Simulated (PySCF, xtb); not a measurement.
Bonds broken one at a time in the series ethynyl-X. All species are isolated molecules in the gas phase. One relaxed conformer stands for each flexible species; it need not be the lowest. Strings in code marks are SMILES.

Quantity: homolytic bond dissociation enthalpy at 298 K (no spin–orbit term), in eV. Enthalpy corrections at 298 K come from GFN2-xTB frequencies (xtb).

Level 1: B3LYP/3-21G // PBE-D3(BJ)/def2-TZVP (PySCF)
Level 2: B3LYP/6-311+G** // PBE-D3(BJ)/def2-TZVP (PySCF)
Level 3: PBE/6-31G* // PBE-D3(BJ)/def2-TZVP (PySCF)
Level 4: SVWN5/6-31G* // PBE-D3(BJ)/def2-TZVP (PySCF)

| species | level 1 | level 2 | level 3 | level 4 |
|---|---|---|---|---|
| C–C bond of `C#CC(C)C`, giving `C#C[CH]C` and `[CH3]` | 3.21 | 2.90 | 3.21 | 3.96 |
| C–C bond of `C#CC#N`, giving `[C]#C` and `[C]#N` | 7.04 | 6.78 | 6.91 | 7.74 |
| C–O bond of `C#CO`, giving `[C]#C` and `[OH]` | 5.51 | 5.27 | 5.74 | 6.83 |
| C–C bond of `C#CC(C)C`, giving `C[CH]C` and `[C]#C` | 5.32 | 5.12 | 5.34 | 6.15 |
| C–Si bond of `C#C[SiH3]`, giving `[C]#C` and `[SiH3]` | 5.31 | 5.34 | 5.41 | 6.01 |
